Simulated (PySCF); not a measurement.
Species, as SMILES: ClCl (Cl2).
Geometry (B3LYP-D3(BJ)/def2-TZVP, fixed):
```xyz
2

Cl     0.0000     0.0000    -1.0068
Cl     0.0000     0.0000     1.0068
```

Basis-set convergence of the lowest singlet excitation energy at PBE0 with PySCF. Tamm-Dancoff approximation; the state is taken by its order, and sets in which it differs in degeneracy or brightness are left out, yet its character can still change. All functions are spherical. Density fitting with generated auxiliary sets. No added dispersion term, no relativity. Reference: the value in aug-pcseg-3, 3.579 eV, itself unsure by roughly 0.005 eV (its mean distance from aug-cc-pV(Q+d)Z, aug-pcseg-2, aug-cc-pV(T+d)Z).

| basis | functions | lowest singlet excitation energy (eV) |
|---|---|---|
| 6-31+G* | 44 | (withheld) |
| cc-pV(D+d)Z | 46 | (withheld) |
| def2-SVPD | 54 | (withheld) |
| def2-TZVP | 74 | 3.603 |
| def2-TZVPP | 84 | 3.604 |
| jun-cc-pV(T+d)Z | 96 | 3.574 |
| aug-cc-pV(T+d)Z | 110 | 3.575 |
| pcseg-3 | 128 | 3.590 |
| cc-pV(5+d)Z | 200 | (withheld) |

Q: Fill in the missing entries.

A: 
- 6-31+G*, lowest singlet excitation energy (eV): 3.533
- cc-pV(D+d)Z, lowest singlet excitation energy (eV): 3.554
- def2-SVPD, lowest singlet excitation energy (eV): 3.488
- cc-pV(5+d)Z, lowest singlet excitation energy (eV): 3.584
